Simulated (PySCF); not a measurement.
Gas-phase reaction: 3 BCl2NH2 + 4 NH = 2 BCl3.NH3 + 2 N2 + H2BNH2

Method: PySCF energies (xtb for GFN2) plus ideal-gas RRHO corrections (1 bar). † marks an energy on the PBE0/def2-TZVP geometry and frequencies; other levels use their own. CCSD(T) freezes the core. 6-31G* has spherical d functions here. Open shells (unrestricted): NH (multiplicity 3); the rest are closed-shell singlets. GFN2 has no spin-polarisation term. Adducts (BCl3.NH3) have no counterpoise correction, and HF, PBE, BLYP, B3LYP and PBE0 lack dispersion. BCl2NH2, BCl3.NH3, H2BNH2: computed as isolated molecules; such fragments, hydroxides, amides, oligomers or adducts are transient or little studied in the gas. CCSD(T) isn't extrapolated to the basis-set limit; its ΔH°(298 K) is -1321.8 kJ in def2-SVP and -1334.7 kJ in def2-TZVPP. The harmonic model lacks anharmonicity and excited electronic states, which grow with temperature; levels with a mode under 35 cm⁻¹ are left out. Internal rotation in BCl2NH2, BCl3.NH3 is treated as a harmonic vibration of one conformer, which makes the entropy rough.

| level | ΔE electronic, kJ | ΔH°(298 K), kJ | ΔS°(298 K), J/K | ΔG°(1600 K), kJ |
|---|---|---|---|---|
| CCSD(T)/def2-SVP† | -1374 | -1322 | -334 | -767 |
| GFN2-xTB | -1809 | -1767 | -310 | -1260 |
| HF/6-31G* | -778 | -718 | -336 | -156 |
| HF/def2-TZVP† | -775 | -723 | -334 | -168 |
| M06-2X/def2-TZVP† | -1420 | -1367 | -334 | -813 |
| PBE/def2-SVP | -1455 | -1405 | -328 | -862 |
| PBE0/def2-SVP† | -1362 | -1310 | -334 | -755 |
| LDA/def2-TZVP† | -1643 | -1591 | -334 | -1036 |
| ωB97M-V/def2-TZVP† | -1421 | -1368 | -334 | -813 |
| ωB97X-V/def2-TZVP† | -1423 | -1371 | -334 | -816 |
ΔH° is lowest at GFN2-xTB and highest at HF/6-31G*. No reference value is set beside these.
